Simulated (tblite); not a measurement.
Compound: P2H3 (charge -1).
Atom-mapped SMILES: `[PH-:1][PH2:2]` (hydrogens: H3 on P1; H4, H5 on P2)

Geometry (GFN2-xTB, Å), atoms numbered from 1 in this order:
```xyz
5
P2H3 angstrom
P      1.1500   -0.3292    0.6665
P     -0.5052    0.1941   -0.4913
H      1.9674   -0.1961   -0.4244
H     -1.1613    1.1087    0.3418
H     -1.4422   -0.7746   -0.1099
```

Computed values, GFN2-xTB/tblite, gas phase, harmonic and unscaled. The method is semi-empirical: single wavenumbers can be off by several per cent or more. Modes of hydrogen on phosphorus can be 10 to 20 % off. One conformer, not necessarily the lowest.

Harmonic wavenumbers (cm⁻¹): 193.6, 567.0, 700.9, 773.9, 919.4, 1204.6, 2114.5, 2181.3, 2344.5.

A = 92953, B = 6807, C = 6666 MHz; mass 64.971 u (most abundant isotopes); point group Cs, symmetry number 1.

Problem. What is the zero-point energy?

Solution. ½Σν̃ = 5500 cm⁻¹ = 65.79 kJ/mol.

Problem. What is S at 298.15 K and 1 bar for an ideal gas of classical rigid rotors and harmonic oscillators?

Solution. Translation 160.91, rotation 91.46, vibration 14.26: S = 266.6 J/(mol K).

Problem. And Cp and H(298.15 K) − H(0)?

Solution. Cp = 54.87 J/(mol K), of which vibrations give 21.62 (their classical limit is 9 R = 74.8); H(298.15 K) − H(0) = 12.58 kJ/mol without the zero-point energy, 2.67 from vibrations.

Problem. What must be added to the electronic energy to get the Gibbs energy at 298.15 K and 1 bar?

Solution. ZPE + [H(298.15 K) − H(0)] − T·S = 65.79 + 12.58 − 79.50 = -1.13 kJ/mol.

Problem. How do the functions run with temperature in this model?

Solution. 
```
T (K)  S (J/(mol K))  Cp (J/(mol K))  H − H(0) (kJ/mol)  G − H(0) (kJ/mol)  ln q(vib)
  100          218.1            38.0               3.48             -18.33       0.06
  200          246.7            45.7               7.64             -41.69       0.31
  300          267.0            55.0              12.68             -67.41       0.65
  500          298.7            69.5              25.24            -124.12       1.44
  800          334.7            83.6              48.37            -219.39       2.68
 1000          354.0            89.7              65.72            -288.32       3.48
```

q(vib) and H(0) count from the zero-point level.

Problem. Which modes carry the vibrational entropy at 298.15 K?

Solution. 193.6 cm⁻¹: 9.18; 567.0 cm⁻¹: 2.13; 700.9 cm⁻¹: 1.28; 773.9 cm⁻¹: 0.96; 919.4 cm⁻¹: 0.54; 1204.6 cm⁻¹: 0.17 J/(mol K); the other 3 give 0.01 together.

Hindered rotation and anharmonicity are outside this model. Other conformers, if any are populated, would add a mixing term that is left out.
